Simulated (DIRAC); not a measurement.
**Cl2 (SMILES ClCl): PBE/dyall-acv2z (sfX2C, uncontracted yes)**

Wanted: a point of an energy scan of Cl2. 

The results are computed with DIRAC 26.1 (patched).

11 further runs of the same task are left out: 11 set aside as unsound or not needed. Runs told in other sessions of the task aren't counted.

### 1 The structure to begin with

The species is Cl2 (2 atoms), meant as a singlet with charge 0. As SMILES, `ClCl`.

Bond lengths: Cl1–Cl2 2.157 Å.

### 2 A point of an energy scan at PBE/dyall-acv2z (sfX2C, uncontracted yes)

The input, Cl2.xyz:

```xyz
2
geometry
Cl      0.00000000      0.00000000      0.00000000
Cl      0.00000000      0.00000000      2.15684734
```

The input, scf.inp:

```
**DIRAC
.WAVE FUNCTION
**HAMILTONIAN
.X2C
.SPINFREE
.DFT
PBE
**INTEGRALS
*READIN
.UNCONTRACT
**GRID
.ULTRAFINE
**WAVE FUNCTION
.SCF
**MOLECULE
*BASIS
.DEFAULT
dyall.acv2z
**END OF INPUT
```

Run with:

```sh
$ pam --inp=scf.inp --mol=Cl2.xyz --noarch --mw=163 --aw=368
```

The log of the run:

```text
[...]
It.    1    -467.7639204270      0.00D+00  0.00D+00  0.00D+00               0.01870601s   Atom. scrpot
[...]
It.   11    -922.8624798747     -9.66D-12 -1.55D-07  7.33D-08   DIIS   9    0.30900000s   LL
[...]
* Convergence after   11 iterations.
[...]
                                   TOTAL ENERGY
                                   ------------
   Charge of molecule : 0
   Electronic energy                        :    -993.76792181815654
   Other contributions to the total energy
   Nuclear repulsion energy                 :      70.90544194343212
[...]
   Total energy                             :    -922.86247987472439
[...]
  * Closed shell, f = 1.0000
  -101.07023674623  ( 2)       -9.29397460206  ( 2)       -7.06264087028  ( 2)       -0.83758073333  ( 2)       -0.43266492103  ( 2)
  * Virtual eigenvalues, f = 0.0000
     0.02559572786  ( 2)        0.06644888206  ( 2)        0.19694127081  ( 2)        0.28305769288  ( 2)        0.70423545059  ( 2)
     0.81476528503  ( 2)        0.89429078274  ( 2)        1.04560791511  ( 2)        3.70280709468  ( 2)        3.91748370966  ( 2)
[...]
  * Closed shell, f = 1.0000
    -7.04423881387  ( 2)       -0.28090605183  ( 2)
  * Virtual eigenvalues, f = 0.0000
     0.09312419798  ( 2)        0.39651826816  ( 2)        0.70534732424  ( 2)        0.99304938957  ( 2)        3.87883295783  ( 2)
     4.02260954341  ( 2)       17.24427254801  ( 2)       19.86182975363  ( 2)       65.04190375419  ( 2)      243.74125245447  ( 2)
[...]
  * Closed shell, f = 1.0000
    -7.04423881387  ( 2)       -0.28090605183  ( 2)
  * Virtual eigenvalues, f = 0.0000
     0.09312419798  ( 2)        0.39651826816  ( 2)        0.70534732424  ( 2)        0.99304938957  ( 2)        3.87883295783  ( 2)
     4.02260954341  ( 2)       17.24427254801  ( 2)       19.86182975363  ( 2)       65.04190375420  ( 2)      243.74125245447  ( 2)
[...]
  * Closed shell, f = 1.0000
    -7.04424141325  ( 2)       -0.35153254385  ( 2)
  * Virtual eigenvalues, f = 0.0000
     0.06069452967  ( 2)        0.16638292086  ( 2)        0.61680948530  ( 2)        0.94464623147  ( 2)        3.83842666114  ( 2)
     3.92175300401  ( 2)       17.20924751161  ( 2)       19.81242599086  ( 2)       65.01685782701  ( 2)      243.72337848596  ( 2)
[...]
  * Closed shell, f = 1.0000
    -7.04424141325  ( 2)       -0.35153254385  ( 2)
  * Virtual eigenvalues, f = 0.0000
     0.06069452967  ( 2)        0.16638292086  ( 2)        0.61680948530  ( 2)        0.94464623147  ( 2)        3.83842666114  ( 2)
     3.92175300401  ( 2)       17.20924751161  ( 2)       19.81242599086  ( 2)       65.01685782701  ( 2)      243.72337848596  ( 2)
[...]
  * Closed shell, f = 1.0000
  -101.07023911484  ( 2)       -9.29406458509  ( 2)       -7.06260110402  ( 2)       -0.72782181088  ( 2)
  * Virtual eigenvalues, f = 0.0000
    -0.20610997400  ( 2)        0.03908297122  ( 2)        0.18931648911  ( 2)        0.28916469058  ( 2)        0.42225359543  ( 2)
     0.74480019563  ( 2)        0.94984924144  ( 2)        0.99104413239  ( 2)        1.32471119055  ( 2)        3.88375632303  ( 2)
[...]
* HOMO - LUMO gap:
    E(LUMO) :    -0.20610997 au (symmetry B1u)
  - E(HOMO) :    -0.28090605 au (symmetry B2g)
  ------------------------------------------
    gap     :     0.07479608 au
[...]
```

Run time: 3.9 s. Hardware: 1 thread of Arm Neoverse N1, shared host; peak memory 0.078 GiB.

### 3 What came out

At PBE/dyall-acv2z (sfX2C, uncontracted yes):

| quantity | value |
| --- | --- |
| total energy | -922.86248 Eh |
| HOMO energy | -7.64 eV |
| LUMO energy | -5.61 eV |
| HOMO–LUMO gap | 2.04 eV |
